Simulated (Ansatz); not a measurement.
ClF, singlet: cost against accuracy

Geometry (MP2(full)/6-31G*, from the G2/97 set):

```xyz
2

F     0.0000    0.0000    0.0000
Cl    0.0000    0.0000    1.6591
```

Measured, as an electronic atomization energy: 256.7 kJ/mol (G2/97 heats of formation of molecule and atoms, with zero-point and thermal terms from B3LYP taken off; Curtiss et al., J. Chem. Phys. 106, 1063 (1997), Staroverov et al., J. Chem. Phys. 119, 12129 (2003)). The measured value holds scalar relativity and spin–orbit coupling, which all computed ones lack, and core correlation, which the wave-function levels lack. Atoms are taken at the same level; beside RHF, RMP2 and RCC rows they are unrestricted. The atoms' steps beyond CCSDT(Q) are taken from restricted open-shell runs, which share full CI's core. Ansatz 0.2.0; the 6-31G* set has Cartesian d functions; a miss is computed less measured; times are wall times on shared hosts and scatter by a factor of two or so.

```json
{"level": "RHF", "basis": "cc-pV(D+d)Z", "miss (kJ/mol)": "-257.3", "time of the run": "0.24 s", "hardware": "1 CPU thread"}
{"level": "RMP2", "basis": "cc-pV(D+d)Z", "miss (kJ/mol)": "-54.2", "time of the run": "–", "hardware": "–"}
{"level": "RCCSD(T)", "basis": "cc-pV(D+d)Z", "miss (kJ/mol)": "-70.8", "time of the run": "0.33 s", "hardware": "1 CPU thread"}
{"level": "RCCSDT(Q)", "basis": "cc-pV(D+d)Z", "miss (kJ/mol)": "-68.5", "time of the run": "3.5 s", "hardware": "1 CPU thread"}
{"level": "RCCSDTQ", "basis": "cc-pV(D+d)Z", "miss (kJ/mol)": "-68.7", "time of the run": "5.5 s", "hardware": "H100 + 5 CPU threads"}
{"level": "RHF", "basis": "cc-pV(T+d)Z", "miss (kJ/mol)": "-232.0", "time of the run": "–", "hardware": "–"}
{"level": "RMP2", "basis": "cc-pV(T+d)Z", "miss (kJ/mol)": "1.4", "time of the run": "–", "hardware": "–"}
{"level": "RCCSD(T)", "basis": "cc-pV(T+d)Z", "miss (kJ/mol)": "-23.1", "time of the run": "0.84 s", "hardware": "1 CPU thread"}
{"level": "RCCSDT(Q)", "basis": "cc-pV(T+d)Z", "miss (kJ/mol)": "-21.9", "time of the run": "2.2 s", "hardware": "H100 + 5 CPU threads"}
{"level": "RHF", "basis": "cc-pV(Q+d)Z", "miss (kJ/mol)": "-227.7", "time of the run": "–", "hardware": "–"}
{"level": "RMP2", "basis": "cc-pV(Q+d)Z", "miss (kJ/mol)": "18.6", "time of the run": "–", "hardware": "–"}
{"level": "RCCSD(T)", "basis": "cc-pV(Q+d)Z", "miss (kJ/mol)": "-7.3", "time of the run": "1.7 s", "hardware": "H100 + 5 CPU threads"}
{"level": "RCCSDT(Q)", "basis": "cc-pV(Q+d)Z", "miss (kJ/mol)": "-6.0", "time of the run": "9 s", "hardware": "H100 + 5 CPU threads"}
```

HF's time is that of a plain UHF run. A dash: the level came out of a higher level's run.

A composite of the best parts (restricted reference, at this geometry, which isn't the minimum of the high levels):

| part | kJ/mol |
| --- | --- |
| Hartree–Fock limit (T, Q; exp(−5.46 √X)) | 30.25 |
| CCSD(T) correlation limit (T, Q; X⁻³) | 228.94 |
| CCSDT − CCSD(T) (QZ) | -1.11 |
| (Q) (QZ) | 2.34 |
| CCSDTQ − CCSDT(Q) (DZ) | -0.21 |
| sum | 260.2 |
| sum less measured | 3.5 |
